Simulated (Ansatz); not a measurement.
# Relaxing Si2W3

Computed with DFT PBE, scalar-relativistic, plane waves, PAW in Ansatz. Cutoff 420 eV, Γ-centred k mesh, Gaussian smearing, no spin polarisation in the final step.

A relaxed cell is given with its space group left out.

```
Si W
1.0
     6.62374    0.00000    0.00000
     0.00000    6.62374    0.00000
     0.00000    0.00000    3.31799
Si W
4 6
Direct
  0.13421 0.63421 0.00000
  0.86579 0.36579 0.00000
  0.63421 0.86579 0.00000
  0.36579 0.13421 0.00000
  0.50000 0.50000 0.00000
  0.00000 0.00000 0.00000
  0.65972 0.15972 0.50000
  0.34028 0.84028 0.50000
  0.15972 0.34028 0.50000
  0.84028 0.65972 0.50000
```

The zero of energy is the elements' standard structures at the same level; no fitted shifts are applied.

(1) What space group does it have?

(2) How far does it lie from the elements in energy?

(3) Is it a metal?

## Answers

(1) P4/mbm (No. 127). Conventional cell: a = 6.624 Å, c = 3.318 Å. Around Si lie 1 Si at 2.51 Å and 8 W at 2.55–2.58 Å; around W on Wyckoff site a (2 atoms of the primitive cell) lie 4 Si at 2.58 Å, 8 W at 2.99 Å and 2 W at 3.32 Å; W on Wyckoff site h (4 atoms of the primitive cell) has 6 Si at 2.55–2.56 Å.

(2) 0.02 eV/atom.

(3) Yes, bands cross the Fermi level on the 6×6×12 mesh.

The final run used a 6×6×12 mesh on its 10-atom cell and 0.10 eV smearing. The k mesh leaves about 4 meV/atom of noise in metals. Spin–orbit coupling is left out.

Cost: 2 runs of about 3.7 core-minutes in all, on Arm Neoverse V2 (shared hosts).